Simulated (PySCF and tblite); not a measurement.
1,3-dichloropropane, C3H6Cl2, numbered as in [Cl:1][CH2:2][CH2:3][CH2:4][Cl:5].

Free energies: TPSS-D3(BJ)/def2-TZVP on GFN2-xTB structures plus GFN2-xTB thermal terms, symmetry and mirror images included. Conformers within 3 kcal/mol (GFN2-xTB free energy) were kept, 10 at most. GIAO shieldings: PBE0/pcSseg-1. Shifts are against TMS (¹H), TMS (¹³C) at the same level. Run with PySCF (density fitting) and tblite.

Torsions listed: Cl1–C2–C3–C4, C2–C3–C4–Cl5. Of a mirror pair one member is shown.

```tsv
conformer	shape	weight %	dipole D
1	67°, 67°	63.7	2.04
2	-63°, -177°	33.4	2.05
3	180°, 180°	2.9	1.88
4	75°, -75°	0.0	3.55
```

(1) How does the computed dipole moment compare with the measured one in the gas phase?

## Answers

(1) Computed: 2.04 D in the leading conformer, 2.04 D as root mean square over the ensemble. Measured: 2.08 D (NIST CCCBDB Release 22 (SRD 101), experimental dipoles), which may belong to one conformer.
